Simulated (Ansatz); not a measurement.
Process, species as SMILES: N=C=O + 4 [H][H] (H2) → C (CH4) + N (NH3) + O (H2O)
B3LYP-D3(BJ)/def2-TZVP geometries, fixed; electronic energies without zero-point terms.

Energies in hartree at MP2 with Ansatz (a first-principles code); the energy of full hydrogenation is their sum with the coefficients shown, times 627.509 kcal/mol a hartree. All functions are spherical. Cores are frozen. No added dispersion term, no relativity.

| species | coefficient | part | cc-pVDZ | cc-pVTZ | cc-pVQZ |
|---|---|---|---|---|---|
| N=C=O | -1 | Hartree-Fock | -167.77862 | -167.82934 | -167.84220 |
| N=C=O | -1 | correlation | -0.46536 | -0.57731 | -0.61890 |
| [H][H] (H2) | -4 | Hartree-Fock | -1.12874 | -1.13293 | -1.13342 |
| [H][H] (H2) | -4 | correlation | -0.02641 | -0.03169 | -0.03312 |
| C (CH4) | +1 | Hartree-Fock | -40.19870 | -40.21333 | -40.21615 |
| C (CH4) | +1 | correlation | -0.16119 | -0.19830 | -0.21010 |
| N (NH3) | +1 | Hartree-Fock | -56.19547 | -56.21775 | -56.22299 |
| N (NH3) | +1 | correlation | -0.18633 | -0.23511 | -0.25157 |
| O (H2O) | +1 | Hartree-Fock | -76.02645 | -76.05675 | -76.06441 |
| O (H2O) | +1 | correlation | -0.20194 | -0.26179 | -0.28314 |

**Question.** Predict the energy of full hydrogenation in cc-pV5Z (X = 5): let each Hartree-Fock step shrink by the ratio of the last two, and fit each correlation energy at X = 3 and 4 to E + A/X^3. Compare with the run.

**Answer.** 
- N=C=O: steps -0.05072 and -0.01286, ratio 0.254, so Hartree-Fock -167.84547 (run: -167.84515); A = (-0.57731 - (-0.61890))/(1/27 - 1/64) = 1.9424, correlation -0.61890 - A/64 + A/125 = -0.63371 (run: -0.63571).
- [H][H] (H2): steps -0.00419 and -0.00049, ratio 0.117, so Hartree-Fock -1.13348 (run: -1.13357); A = (-0.03169 - (-0.03312))/(1/27 - 1/64) = 0.0668, correlation -0.03312 - A/64 + A/125 = -0.03363 (run: -0.03367).
- C (CH4): steps -0.01463 and -0.00282, ratio 0.193, so Hartree-Fock -40.21669 (run: -40.21689); A = (-0.19830 - (-0.21010))/(1/27 - 1/64) = 0.5511, correlation -0.21010 - A/64 + A/125 = -0.21430 (run: -0.21437).
- N (NH3): steps -0.02228 and -0.00524, ratio 0.235, so Hartree-Fock -56.22422 (run: -56.22463); A = (-0.23511 - (-0.25157))/(1/27 - 1/64) = 0.7687, correlation -0.25157 - A/64 + A/125 = -0.25743 (run: -0.25798).
- O (H2O): steps -0.03030 and -0.00766, ratio 0.253, so Hartree-Fock -76.06635 (run: -76.06667); A = (-0.26179 - (-0.28314))/(1/27 - 1/64) = 0.9971, correlation -0.28314 - A/64 + A/125 = -0.29074 (run: -0.29186).
Predicted -76.63 kcal/mol; the run in cc-pV5Z gives -76.92, a miss of 0.29. Keeping the value in cc-pVQZ, -75.99, would miss by 0.93. All sums are of the energies as printed.
